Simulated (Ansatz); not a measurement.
# One shape, several levels: [BH4]− (SMILES [H][B-]([H])([H])[H])

Wanted: a comparison of 6 runs (UHF/3-21G, UHF/6-31G, BLYP/3-21G, HSE06/3-21G, UPBE0/6-31G, MP2/6-31G) of [BH4]−. 

The calculation is run with Ansatz 0.2.0.

### 1 Starting point

[BH4]− has 5 atoms, charge -1, and is taken as a singlet. As SMILES, `[H][B-]([H])([H])[H]`. The H3–B1 distance was set to 2.458 Å, away from the relaxed value. At this shape a bond of the SMILES string is far longer than usual.

Bond lengths: B1–H2 1.229 Å, B1–H4 1.229 Å, B1–H5 1.229 Å. Angles: H2–B1–H4 109.5°, H2–B1–H5 109.5°, H4–B1–H5 109.5°.

### 2 A single-point energy at UHF/3-21G (run 1)

input.yaml reads:

```yaml
basis:
  gaussian: {orbitals: 3-21G.json}
crystal:
  periodic: [false, false, false]
  atoms:
    - {symbol: B, position_ang: [-1.154681, -0.012220, 0.420721]}
    - {symbol: H, position_ang: [-1.142801, -0.032610, 1.649891]}
    - {symbol: H, position_ang: [1.154650, 0.011840, -0.420810]}
    - {symbol: H, position_ang: [-1.742281, 0.995780, 0.033211]}
    - {symbol: H, position_ang: [-1.733611, -1.010910, 0.000081]}
total_charge: -1
magnetization: {spin_polarized: true}
hamiltonian: {xc: hf}
accuracy: high
```

The basis set 3-21G is read from a file made from the Basis Set Exchange's data (not shown).

The run is started by

```sh
$ ansatz run input.yaml --threads 1 --pin off --max-ram 2610MiB --events-out events.jsonl --progress --plain --runs-dir runs
```

Output:

```text
Warning: RAYON_NUM_THREADS=1 ignored (pool sized by the plan → 1); use --threads N
Functional definition: HF
  name "HF"
  exchange = exact_x
  correlation = 0
337 factors; integrals over basis functions are off by at most 4.3e-9 eV
mean field evaluation 1: about -725.4081 eV, gradient 1.1e1 eV
mean field evaluation 2: about -725.3988 eV, gradient 1.1e1 eV
mean field evaluation 4: about -726.6673 eV, gradient 7.8e-1 eV
mean field evaluation 8: about -726.6732 eV, gradient 2.2e-4 eV
mean field evaluation 16: about -726.8026 eV, gradient 3.0e-1 eV
mean field evaluation 32: about -725.6814 eV, gradient 7.7e0 eV
mean field -726.80669920 eV, -26.7096535482 hartree, gradient 2.0e-8 eV, S^2 0.415052; 2 other end points of the search recorded, 0 dependent functions left out
reference -726.80669920 eV, -26.7096535482 hartree; 5, 5 occupied and 12, 12 virtual orbitals, 337 factors
Total energy: -726.80669920 eV, -26.7096535482 hartree
```

It took 0.1 s on 1 thread of Arm Neoverse V2, shared host.

### 3 The energy at UHF/6-31G (run 2)

job.yaml reads:

```yaml
crystal:
  periodic: [false, false, false]
  atoms:
    - {symbol: B, position_ang: [-1.154681, -0.012220, 0.420721]}
    - {symbol: H, position_ang: [-1.142801, -0.032610, 1.649891]}
    - {symbol: H, position_ang: [1.154650, 0.011840, -0.420810]}
    - {symbol: H, position_ang: [-1.742281, 0.995780, 0.033211]}
    - {symbol: H, position_ang: [-1.733611, -1.010910, 0.000081]}
basis:
  gaussian: {orbitals: 6-31G}
total_charge: -1
magnetization: {spin_polarized: true}
hamiltonian: {xc: hf}
accuracy: high
```

The run is started by

```sh
$ ansatz run job.yaml --threads 1 --pin off --max-ram 2610MiB --events-out events.jsonl --progress --plain --runs-dir runs
```

Output:

```text
Warning: RAYON_NUM_THREADS=1 ignored (pool sized by the plan → 1); use --threads N
[... 4 set-up lines as earlier in the session ...]
411 factors; integrals over basis functions are off by at most 2.4e-9 eV
mean field evaluation 1: about -729.2689 eV, gradient 1.1e1 eV
mean field evaluation 2: about -729.2649 eV, gradient 1.1e1 eV
mean field evaluation 4: about -730.6266 eV, gradient 8.3e-1 eV
mean field evaluation 8: about -730.6340 eV, gradient 2.3e-6 eV
mean field evaluation 16: about -730.6829 eV, gradient 7.8e-2 eV
mean field evaluation 32: about -728.7641 eV, gradient 7.8e0 eV
mean field evaluation 64: about -730.6340 eV, gradient 1.4e-6 eV
mean field -730.68284579 eV, -26.8520993082 hartree, gradient 1.0e-8 eV, S^2 0.282267; 2 other end points of the search recorded, 0 dependent functions left out
reference -730.68284579 eV, -26.8520993082 hartree; 5, 5 occupied and 12, 12 virtual orbitals, 411 factors
Total energy: -730.68284579 eV, -26.8520993082 hartree
```

Run time: 0.14 s. Hardware: 1 thread of Arm Neoverse V2, shared host.

Runs 3 to 4 aren't shown in full; the table further down has their settings and results.

### 4 A single-point energy at UPBE0/6-31G (run 5)

Edit job.yaml of step 3 so:

```diff
@@ -9,6 +9,9 @@
 basis:
-  gaussian: {orbitals: 6-31G}
+  gaussian:
+    orbitals: 6-31G
+hamiltonian:
+  xc: {name: PBE0}
+accuracy: high
+magnetization:
+  spin_polarized: true
 total_charge: -1
-magnetization: {spin_polarized: true}
-hamiltonian: {xc: hf}
-accuracy: high
```

The run is started by

```sh
$ ansatz run job.yaml --threads 1 --pin off --max-ram 2610MiB --events-out events.jsonl --progress --plain --runs-dir runs
```

Output:

```text
Warning: RAYON_NUM_THREADS=1 ignored (pool sized by the plan → 1); use --threads N
Functional definition: PBE0
  name "PBE0"
  parameter a = 0.25
  parameter kappa = 0.804
  parameter beta = 0.06672455060314922
  exchange = (1 - a)*pbe_x(kappa = kappa, mu = beta*pi^2/3) + a*exact_x
  correlation = pbe_c(beta = beta)
411 factors; integrals over basis functions are off by at most 2.4e-9 eV
mean field evaluation 1: about -735.9327 eV, gradient 8.7e0 eV
mean field evaluation 2: about -733.3622 eV, gradient 1.8e1 eV
mean field evaluation 4: about -736.9713 eV, gradient 2.2e-1 eV
mean field evaluation 8: about -736.9604 eV, gradient 2.1e-3 eV
mean field evaluation 16: about -736.9604 eV, gradient 2.1e-8 eV
mean field -736.96035723 eV, -27.0827935985 hartree, gradient 2.1e-8 eV, S^2 0.000000; 1 other end points of the search recorded, 0 dependent functions left out
reference -736.96035874 eV, -27.0827936541 hartree; 5, 5 occupied and 12, 12 virtual orbitals, 411 factors
Total energy: -736.96035874 eV, -27.0827936541 hartree
```

Wall time 0.99 s (1 thread of Arm Neoverse V2, shared host); peak memory 0.12 GiB.

### 5 The energy at MP2/6-31G (run 6)

run.yaml reads:

```yaml
crystal:
  periodic: [false, false, false]
  atoms:
    - {symbol: B, position_ang: [-1.154681, -0.012220, 0.420721]}
    - {symbol: H, position_ang: [-1.142801, -0.032610, 1.649891]}
    - {symbol: H, position_ang: [1.154650, 0.011840, -0.420810]}
    - {symbol: H, position_ang: [-1.742281, 0.995780, 0.033211]}
    - {symbol: H, position_ang: [-1.733611, -1.010910, 0.000081]}
basis:
  gaussian:
    orbitals: 6-31G
accuracy: high
correlation:
  method: mp2
  frozen_orbitals: {B: 1, H: 0}
total_charge: -1
```

The run is started by

```sh
$ ansatz run run.yaml --threads 1 --pin off --max-ram 2610MiB --events-out events.jsonl --progress --plain --runs-dir runs
```

Output:

```text
Warning: RAYON_NUM_THREADS=1 ignored (pool sized by the plan → 1); use --threads N
[... 4 set-up lines as earlier in the session ...]
411 factors; integrals over basis functions are off by at most 2.4e-9 eV
mean field evaluation 1: about -729.2689 eV, gradient 1.6e1 eV
mean field evaluation 2: about -729.2649 eV, gradient 1.6e1 eV
mean field evaluation 4: about -730.6266 eV, gradient 1.2e0 eV
mean field evaluation 8: about -730.6340 eV, gradient 4.5e-6 eV
mean field -730.63400785 eV, -26.8503045468 hartree, gradient 9.1e-9 eV, S^2 0.000000; 0 other end points of the search recorded, 0 dependent functions left out; unrestricted orbitals would lower it
mean field evaluation 16: about -730.6825 eV, gradient 1.4e-1 eV
1 core orbitals not correlated: weight in the atoms' cores, before any rotation towards them, 1.000 or more for the frozen orbitals, at most 0.000 for the correlated occupied ones
reference -730.63400785 eV, -26.8503045468 hartree; 4, 4 occupied and 12, 12 virtual orbitals, 411 factors
second order -2.10089962 eV of doubles, -0.00000000 eV of singles
Total energy: -732.73490747 eV, -26.9275111840 hartree
```

It took 0.12 s on 1 thread of Arm Neoverse V2, shared host.

### 6 All runs side by side

| run | level | frozen core orbitals | energy (Eh) | wall time |
| --- | --- | --- | --- | --- |
| 1 | UHF/3-21G | – | -26.709654 | 0.1 s |
| 2 | UHF/6-31G | – | -26.852099 | 0.14 s |
| 3 | BLYP/3-21G | – | -26.956013 | 0.53 s |
| 4 | HSE06/3-21G | – | -26.933204 | 0.72 s |
| 5 | UPBE0/6-31G | – | -27.082794 | 0.99 s |
| 6 | MP2/6-31G | 1 | -26.927511 | 0.12 s |

### 7 What came out

| quantity | value |
| --- | --- |
| run 6: total energy | -26.92751 Eh |
| run 6: correlation energy (1 core orbital frozen) | -77.2 mEh |

Totals of different functionals can't be ranked against each other. In run 6 the log says that unrestricted orbitals would lower the reference, so the values rest on an unstable closed-shell determinant (other closed-shell runs at this shape may share the fault). Spin contamination of the reference: run 1 ⟨S²⟩ = 0.42, run 2 ⟨S²⟩ = 0.28. All runs together took 2.6 s, the longest 0.99 s.
